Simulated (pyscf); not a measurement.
Single points on ωB97X-D3(BJ)/def2-SVP structures (PySCF, gas phase).

Problem. H₂N–NH₂ + silyl (SiH₃•) → H₂N–NH–SiH₃ + H atom (H•)
Surface: doublet. Broken: H–N. Formed: N–Si. Give ΔE‡ and ΔE from ωB97M-D3(BJ)/def2-TZVP, relative to the separated reactants.

Solution. ΔE‡ = 0.95 eV, ΔE = +0.29 eV. Zero-point energy shifts the barrier by -0.09 eV. It is a substitution at N, with an imaginary mode of 1814i cm⁻¹. On the reactant side the descent ends in a complex, 0.24 eV under the separated species and 1.25 eV under the saddle at ωB97X-D3(BJ)/def2-TZVP. The same reactants have a lower exit, to H₂N–SiH₃ + NH₂• (barrier +0.27 eV at ωB97M-D3(BJ)/def2-TZVP, against +0.95 eV here). H₂N–NH–SiH₃ lies 2.49 eV over its isomer H₂N–SiH₂–NH₂ (electronic energy, ωB97M-D3(BJ)/def2-TZVP). One saddle was located; it need not be the lowest between these sides. The angle at the attacked N is 126°.
